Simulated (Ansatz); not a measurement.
Consider the hydrogenolysis of a C–C bond: `CC=C=CCl` + H₂ → `C=C=CCl` + CH₄.

Computed with Ansatz on PBE0-D4/def2-TZVP structures; ΔE is electronic, products minus reactants. CCSD(T)/CBS is the MP2 limit (def2-TZVPP, def2-QZVPP) plus CCSD(T) − MP2 in def2-TZVPP, frozen cores. This one scheme is used for every species. Functionals use def2-TZVPP. B3LYP here is the variant with VWN-RPA as its local correlation; programs differ in this.

CCSD(T)/CBS gives -56.8 kJ/mol.

Task: Another level gave -59.8 kJ/mol. Which?
A. PBE0/def2-TZVPP
B. HF/def2-TZVPP
C. MP2/def2-TZVPP
D. B3LYP/def2-TZVPP

Result: A. PBE0 -59.8, MP2/def2-TZVPP -53.2, HF/def2-TZVPP -74.0, B3LYP -65.3 kJ/mol.

Largest T1 diagnostic among the species: 0.012.

The D4 term adds +6.6 kJ/mol with B3LYP and +3.7 kJ/mol with PBE0; it sums over pairs of atoms, weighted by their polarisabilities, and B3LYP, whose exchange is more repulsive, gets the larger term. In def2-TZVPP, CCSD(T) changes the Hartree–Fock value by +16.0 kJ/mol (the triples alone add +3.8 kJ/mol) and MP2 by +20.9 kJ/mol.
